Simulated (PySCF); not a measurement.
Allyl alcohol, C3H6O.
Structure used (GFN2-xTB), in Å, numbered top down from 1:
```xyz
10
C3H6O angstrom
C      1.5256    0.2300    0.3326
C      0.3649    0.4761   -0.2441
C     -0.7513   -0.5199   -0.3577
O     -2.0014    0.0203    0.0168
H      2.3044    0.9709    0.3884
H      1.7532   -0.7333    0.7599
H      0.1455    1.4474   -0.6672
H     -0.8730   -0.8167   -1.4051
H     -0.5219   -1.4185    0.2334
H     -1.9371    0.3483    0.9206
```

A PySCF run (density fitting, gas phase, GFN2-xTB geometry) gave HOMO -6.28 eV, LUMO -1.04 eV, dipole 1.47 D and E = -192.931 Eh.

Question: Which of these levels was it?
A. BLYP/pcSseg-1
B. revPBE/def2-SVPD
C. HF/pcSseg-2
D. KT2/STO-3G
E. PBE0/def2-SVPD

Answer: B. It is revPBE/def2-SVPD. All candidates on this geometry:

```tsv
level and settings	kind	basis functions	SCF cycles	E (Eh)	HOMO (eV)	LUMO (eV)	dipole (D)
KT2/STO-3G, level shift 0.1 Eh	GGA	26	10	-193.7548	-2.67	2.21	1.11
BLYP/pcSseg-1, energy threshold 1e-08 Eh	GGA	98	9	-193.0224	-6.00	-0.86	1.42
revPBE/def2-SVPD, energy threshold 1e-07 Eh	GGA	131	9	-192.9309	-6.28	-1.04	1.47
PBE0/def2-SVPD	global hybrid	131	13	-192.7625	-7.74	-0.10	1.57
HF/pcSseg-2	Hartree–Fock	228	10	-191.9971	-10.29	2.75	1.68
```

The nearest other candidate, by the summed differences of HOMO and LUMO, is BLYP/pcSseg-1: its HOMO differs by +0.28 eV and its LUMO by +0.18 eV. Cycle counts include a coarse-grid stage where the run had one. KT2 was designed for NMR shieldings or shifts; total energies of different functionals aren't comparable.
